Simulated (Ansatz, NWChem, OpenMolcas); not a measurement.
# Strength of the C–H bond: HCN → H + CN

Species: HCN (hydrogen cyanide) `C#N`, singlet; H atom, doublet; CN, doublet. 

Shapes, held fixed at every level: PBE0-D4/def2-TZVP. Programs: Ansatz 0.2.0, NWChem 7.3.0, OpenMolcas 26.06. A level may come from different programs for different species; with the same settings they agree closely. The zero-point and thermal change to 298 K, harmonic and unscaled (PBE0-D4/def2-TZVP), is -24.4 kJ/mol.

| level | kind | ΔH(298 K) (kJ/mol) | less BCCD(T)/cc-pVTZ |
| --- | --- | --- | --- |
| PBE/cc-pVTZ | GGA | +514.5 | -7.1 |
| M06-L/cc-pVTZ | meta-GGA | +509.6 | -12.0 |
| BHLYP/cc-pVTZ | global hybrid | +546.5 | +24.9 |
| BHLYP-D4/def2-TZVPP | global hybrid | +547.1 | +25.5 |
| PBE-QIDH/cc-pVTZ | double hybrid | +541.9 | +20.3 |
| B2PLYP/def2-TZVPP | double hybrid | +533.1 | +11.5 |
| MP3/cc-pVTZ | perturbation theory | +590.0 | +68.4 |
| BCCD(T)/cc-pVTZ | coupled cluster or CI | +521.6 | 0.0 |

The highest level, BCCD(T)/cc-pVTZ, gives ΔH(298 K) = +521.6 kJ/mol; the levels span +509.6 to +590.0. The column of differences is taken from that level and isn't an error. No measured value is set beside it here. Spin contamination: CN (⟨S²⟩ up to 1.11). Open shells run unrestricted unless RO is named.
